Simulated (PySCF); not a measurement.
Molecule: `CO[SiH3]`, CH6OSi.

Geometry (Å), atoms numbered from 1 in this order:
```xyz
9

C    -1.350   -0.234   -0.020
O    -0.192    0.276   -0.602
Si    1.330    0.262   -0.045
H    -1.265   -1.312    0.140
H    -2.184   -0.037   -0.695
H    -1.548    0.246    0.943
H     1.810   -1.110    0.158
H     1.977    0.953   -1.145
H     1.435    0.962    1.240
```

Frames of a GFN2-xTB Langevin trajectory at 600 K; GIAO PBE0/pcSseg-1 shieldings in PySCF, gas phase, non-relativistic; equivalent atoms averaged within each frame.

δ = σ(ref) − σ, references computed at the same level: 13C (σ = 186.93 ppm), 29Si (σ = 349.16 ppm), 1H (σ = 31.72 ppm) against TMS; H2O for 17O (σ = 336.08 ppm). The references are static minima.

Problem. How do the shifts (ppm) fluctuate along the trajectory?

Solution. 
| time (fs) | C1 | O2 | Si3 | H7/H8/H9 | H4/H5/H6 |
| --- | --- | --- | --- | --- | --- |
| optimised geometry | 54.8 | -14.0 | -35.5 | 4.84 | 3.75 |
| 250 | 58.9 | -18.2 | -34.0 | 5.10 | 4.37 |
| 425 | 59.9 | -17.7 | -31.9 | 5.42 | 3.96 |
| 625 | 57.2 | -12.9 | -38.6 | 5.24 | 4.67 |
| 800 | 47.4 | -24.3 | -43.3 | 5.61 | 3.17 |
| 1000 | 63.0 | -17.4 | -48.4 | 4.74 | 4.68 |
| mean of frames | 57.3 | -18.1 | -39.2 | 5.22 | 4.17 |
| standard deviation | 5.9 | 4.1 | 6.8 | 0.33 | 0.63 |

5 frames give an uncertainty of the mean of about the standard deviation over 2.2 at best, since frames this close in time may not be independent; classical motion lacks zero-point vibration, and the reference would need the same averaging.
